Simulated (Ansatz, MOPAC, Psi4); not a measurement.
Molecule: C$_{2}$H$_{4}$Cl, net charge 0, doublet state. SMILES: C[CH]Cl
Geometry from a B3LYP-D3(BJ)/def2-TZVP (Ansatz, a quantum-chemistry and plane-wave program) optimisation:
```xyz
7

C      0.0564     0.7313    -0.1308
C      1.5231     0.6764     0.0481
Cl    -0.8683    -0.7044     0.0493
H     -0.4610     1.5395    -0.6239
H      1.9378     1.6857     0.0383
H      1.7926     0.1987     0.9939
H      2.0151     0.1039    -0.7502
```
Charge 0, spin multiplicity 2.

Wanted: size of the dipole moment, in D. Conventions: 6-311+G** with 5d, 6d on Na to Ar in Ansatz; six Cartesian d functions in 6-31G* and its kin unless marked 5d; dispersion terms only where a functional's name holds one; no spin-orbit coupling; LANL2DZ with its own core potentials from Na on; open shells spin-unrestricted; non-relativistic. Ab initio and DFT rows: single points at B3LYP-D3(BJ) geometries (Ansatz). Semi-empirical rows: dipoles at the shared geometry.

```csv
level,program,size of the dipole moment (D)
AM1,MOPAC,1.32
PM3,MOPAC,1.00
PBE/def2-SVP,Ansatz,1.25
B3LYP/LANL2DZ,Ansatz,1.80
B3LYP/6-31G*,Ansatz,1.58
B3LYP/6-31+G*,Ansatz,1.61
B3LYP/cc-pVDZ,Ansatz,1.45
PBE0/6-311+G**,Ansatz,1.63
wB97X-D/6-311+G**,Psi4,1.64
```

No value to compare with is used here. The 9 habitual levels span 1.00 (PM3) to 1.80 D (B3LYP/LANL2DZ).

The levels are drawn from those run, B3LYP/6-31G* more often than the rest, none by its result; runs whose electronic state is in doubt are left out.
